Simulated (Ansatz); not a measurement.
Two isomers of C3H5NO: A = `CC1=C(O)N1`, B = `N=CC1CO1`.

Isolated molecules relaxed with PBE0-D4/def2-TZVP in Ansatz; ΔE leaves out vibrations. CBS: MP2 limit from def2 TZ/QZ plus the TZ coupled-cluster correction, frozen cores. Functionals use def2-TZVPP. B3LYP here is the variant with VWN-RPA as its local correlation; programs differ in this. Each species was taken in one conformer, which may not be the lowest.

Which isomer does CCSD(T)/CBS put lower? Give the gap. (An estimate is asked.)

The calculation gave: B, by 36.3 kcal/mol.

Give E(B) − E(A) in kcal/mol with HF/def2-TZVPP, B3LYP-D4, MP2/def2-TZVPP, B3LYP, PBE-D4, PBE0-D4, CCSD(T)/def2-SVP. (Estimate.)

The calculation gave: HF/def2-TZVPP -42.3, B3LYP-D4 -35.7, MP2/def2-TZVPP -35.8, B3LYP -35.6, PBE-D4 -33.0, PBE0-D4 -34.6, CCSD(T)/def2-SVP -38.6. None reverses the order clearly.

Does the order hold for the free energy at 298.15 K (harmonic terms from PBE0-D4)? (Estimate.)

The calculation gave: Yes: G(B) − G(A) = -34.3 kcal/mol, for one conformer each.

Largest T1 diagnostic: 0.012.

Leaving LDA and LC-ωPBE aside and taking each functional with its dispersion term where it has one, the values, not all of them listed here, spread over 5.1 kcal/mol, from BHLYP-D4 to PBE-D4. LDA lies +2.2 kcal/mol from PBE without D4. From PBE to PBE0 (25 % exact exchange), in def2-TZVPP and without D4, E(B) − E(A) moves by −1.6 kcal/mol.
